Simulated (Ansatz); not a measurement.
**PH (triplet): wB97M-V, HSE06 over a scan of the distance P1–H2, aug-cc-pVDZ**

How well do these functionals follow the top wave-function level for PH (triplet) over a scan of the distance P1–H2?

Method: aug-cc-pVDZ, all electrons in the functionals; program: Ansatz 0.2.0, Gaussian basis.

To be run: wB97M-V, HSE06, at 1.148 Å; 1.303 Å; 1.428 Å; 1.589 Å; 1.744 Å; 1.937 Å; 2.292 Å; 2.604 Å; 3.193 Å; 3.818 Å; 4.777 Å.

19 further runs of the same task are left out: 1 for a known fault of the program, 16 that didn't finish, 2 set aside as unsound or not needed.

### 1 The system

The geometry derives from a PBE0/def2-TZVP stationary point (not a proven minimum). One bond is set to the value named and the two fragments are kept rigid.

2 atoms, charge 0, spin multiplicity 3.

Atoms are counted from 1 here; the program's logs count them from 0.

Bond lengths: P1–H2 1.428 Å.

No dispersion term is added; wB97M-V holds VV10 nonlocal correlation. HSE06 is the plane-wave form.

The geometry shown and the zero of energy belong to the point 1.428 Å. The yardstick, FCI, and other wave-function levels (R restricted, U unrestricted, valence and pair active spaces) come from earlier runs.

### 2 wB97M-V, 1.148 Å

Input file in.yaml:

```yaml
crystal:
  periodic: [false, false, false]
  atoms:
    - {symbol: P, position_ang: [0.000000, 0.000000, 0.000000]}
    - {symbol: H, position_ang: [0.000000, 0.000000, 1.148000]}
basis:
  gaussian: {orbitals: aug-cc-pVDZ}
magnetization: {spin_polarized: true, initial_magnetization: 2}
hamiltonian: {xc: {name: wB97M-V}}
output: {forces: true, orbitals: {seedname: orbitals}}
```

Launch:

```sh
> ansatz run in.yaml --threads 1 --pin off --events-out ev --progress --plain --max-ram 2393MiB
```

Further steps of the session: wB97M-V, 1.303 Å; wB97M-V, 1.428 Å; wB97M-V, 1.589 Å; wB97M-V, 1.744 Å; wB97M-V, 1.937 Å; wB97M-V, 2.292 Å; wB97M-V, 2.604 Å; wB97M-V, 3.193 Å; wB97M-V, 3.818 Å; wB97M-V, 4.777 Å; HSE06, 1.148 Å; HSE06, 1.303 Å; HSE06, 1.428 Å; HSE06, 1.589 Å; HSE06, 1.744 Å; HSE06, 1.937 Å; HSE06, 2.292 Å; HSE06, 2.604 Å; HSE06, 3.193 Å; HSE06, 3.818 Å; HSE06, 4.777 Å.

**Question.** What will the summary of the whole plan be? Wanted: span of the FCI curve; largest miss, wB97M-V; largest miss, HSE06.

The runs gave:

| quantity | value |
| --- | --- |
| span of the FCI curve | 65.7 kcal/mol |
| largest miss, wB97M-V | +9.1 kcal/mol (2.604 Å) |
| largest miss, HSE06 | +7.4 kcal/mol (2.604 Å) |

In words: Of the functionals, HSE06 keep the smallest largest miss at the points compared (at most 7.4 kcal/mol) and wB97M-V strays most (9.1 kcal/mol, at 2.604 Å). wB97M-V, HSE06 clearly break the spin symmetry at some points (⟨S²⟩ up to 1.00 above the pure value), so energy there is bought with a mixed spin. Functionals and the yardstick converge differently with the basis, so part of each miss in aug-cc-pVDZ is the basis.
